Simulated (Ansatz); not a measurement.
We consider chalcopyrite CdGeAs₂, described by PBE (Ansatz, a first-principles code, plane waves, PAW).

Numerical settings: plane-wave cutoff 520 eV, 8×8×8 k mesh, Fermi–Dirac smearing 0.01 eV, scalar-relativistic PAW data made under PBE.

Equation-of-state points:

| V (Å³/atom) | E − E_lowest (meV/atom) | P (GPa) |
|---|---|---|
| 25.205 | 7.47 | 2.364 |
| 25.730 | 1.80 | 1.118 |
| 26.255 | 0.00 | 0.005 |
| 26.780 | 1.64 | -0.989 |
| 27.305 | 6.36 | -1.875 |

### Question
Estimate the bulk modulus from the pressures at 25.730 and 26.780 Å³/atom, and compare it with a fit to all energies.

### Answer
B = −V dP/dV. Between V = 25.730 and 26.780 Å³/atom, dP/dV = (-0.989 − (1.118))/(26.780 − 25.730) = -2.01 GPa per Å³/atom; at the midpoint 26.255 Å³/atom this gives B ≈ 52.7 GPa. The third-order Birch–Murnaghan fit gives V0 = 26.258 Å³/atom, B0 = 52.5 GPa, B′ = 4.7, which lies within 1 % of that estimate.

Shape and atoms are relaxed at each volume.

Measured, for comparison: bulk modulus 69.9 GPa (temperature not stated, not corrected to a static lattice; as tabulated in Toher et al. (2017), arXiv:1611.05714). Computed (rounded) less measured: bulk modulus -25 %.

Note: the gap of the solid is closed in this run; this level leaves the solid without a gap, although one is measured; the bulk modulus comes from volumes at which shape and atoms were relaxed.

The computed numbers hold no vibrational or temperature effects.
